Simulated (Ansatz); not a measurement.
Base system: Pt in the fcc (Cu type) structure (space group Fm-3m, No. 225).

```
Pt
1.0
    0.00000     1.95913     1.95913
    1.95913     0.00000     1.95913
    1.95913     1.95913     0.00000
Pt
1
Cartesian
  0.00000   0.00000   0.00000
```

Calculations: PBEsol (Ansatz, a program for electronic structure; PAW; 420 eV plane waves; no spin-orbit coupling).

```json
[
 {"level": "PBEsol", "lattice parameter a": "3.918 Å"}
]
```

From these computed values, estimate the measured ones, and say how each level misses.

Measured: lattice parameter a 3.913 Å (static lattice; corrected from measurement; as listed in Daniel Mejia-Rodriguez, S. B. Trickey, Phys. Rev. B (2018)). Computed minus measured — lattice parameter a: PBEsol +0.1 %.

Whether these cells are dynamically stable was not tested. All final runs are without spin polarisation. Pt lies near a magnetic instability that expansion can trigger; it was not tested.
